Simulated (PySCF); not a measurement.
diphosphorus (P2), SMILES P#P. Coordinates come from a PBE-D3(BJ)/def2-TZVPD optimisation.

Method: PBE-D3(BJ)/def2-TZVPD run with PySCF.

Harmonic wavenumbers (cm⁻¹): 784. Rotational constants (GHz): 8.996 (linear); symmetry number 2.

Question: Work out the zero-point energy and the ideal-gas rigid-rotor harmonic-oscillator thermochemistry at 298.15 K and 1 atm.

Answer: ZPE = ½ Σ hcν = ½ × 784 cm⁻¹ = 1.12 kcal/mol. H − E(el) = 3.25 kcal/mol. Entropy in cal/(mol K): translation 38.29, rotation 13.60, vibration 0.22, total 52.11. G − E(el) = -12.29 kcal/mol. Cp = 7.63 cal/(mol K).
